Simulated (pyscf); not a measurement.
H₂N–InH₂ + water (H₂O) -> ammonia (NH₃) + HO–InH₂ (four-centre exchange; singlet surface; In–N, H–O broken, H–N, In–O formed). Optimised with ωB97X-D3(BJ)/def2-SVP in PySCF. MP2 and CC: frozen core, UHF for open shells. ΔMP2 is the change of the MP2 total energy from the triple- to the quadruple-zeta basis. Energies in kJ/mol from the separated reactants.

```json
[
 {"level": "PBE/def2-TZVP", "barrier": "-58.7", "reaction energy": "-26.5"},
 {"level": "r²SCAN/def2-TZVP", "barrier": "-64.5", "reaction energy": "-26.6"},
 {"level": "B3LYP-D3(BJ)/def2-TZVP", "barrier": "-51.5", "reaction energy": "-24.9"},
 {"level": "PBE0-D3(BJ)/def2-TZVP", "barrier": "-58.0", "reaction energy": "-21.0"},
 {"level": "M06-2X/def2-TZVP", "barrier": "…", "reaction energy": "-21.3"},
 {"level": "HF/def2-TZVP", "barrier": "-3.7", "reaction energy": "-23.4"},
 {"level": "CCSD(T)/def2-TZVPP + ΔMP2(QZVPP)", "barrier": "…", "reaction energy": "…"}
]
```

**Question.** Some entries are withheld; supply them.

**Answer.** 
- M06-2X/def2-TZVP, barrier: -61.5
- CCSD(T)/def2-TZVPP + ΔMP2(QZVPP), barrier: -44.5
- CCSD(T)/def2-TZVPP + ΔMP2(QZVPP), reaction energy: -18.1

On the reactant side the descent ends in an adduct with a In–O contact, 67.7 kJ/mol under the separated species and 12.5 kJ/mol under the saddle at ωB97X-D3(BJ)/def2-TZVP. On the product side the descent ends in an adduct with a In–N contact, 94.0 kJ/mol under the separated species and 59.9 kJ/mol under the saddle at ωB97X-D3(BJ)/def2-TZVP. At PBE, r²SCAN, B3LYP-D3(BJ), PBE0-D3(BJ), M06-2X, HF, CCSD(T) the saddle lies under the separated reactants, which points to a path from their complex (located at ωB97X-D3(BJ) alone). At PBE, r²SCAN, B3LYP-D3(BJ), PBE0-D3(BJ), M06-2X, CCSD(T) the saddle lies under the separated products, which points to a path from their complex (located at ωB97X-D3(BJ) alone). What is counted as formed (In–O) is already present as a longer contact in the reactant adduct; forming that adduct is a step of its own. What is counted as broken (In–N) persists as a longer contact in the product adduct; parting that adduct is a step of its own. At ωB97X-D3(BJ) the barrier from the zero used here is -55.2 kJ/mol. This is the saddle that the search found; another between the same sides may lie lower. The CCSD(T) − MP2 part came from Ansatz, without density fitting, on the same reference. The frozen core leaves the outer d or s,p core shells of the metals and heavy elements correlated in the MP2 and CC values, and def2-TZVPP describes them poorly, which can shift differences by a few kcal/mol. Elements past Kr carry the def2 core potentials, without spin-orbit coupling.
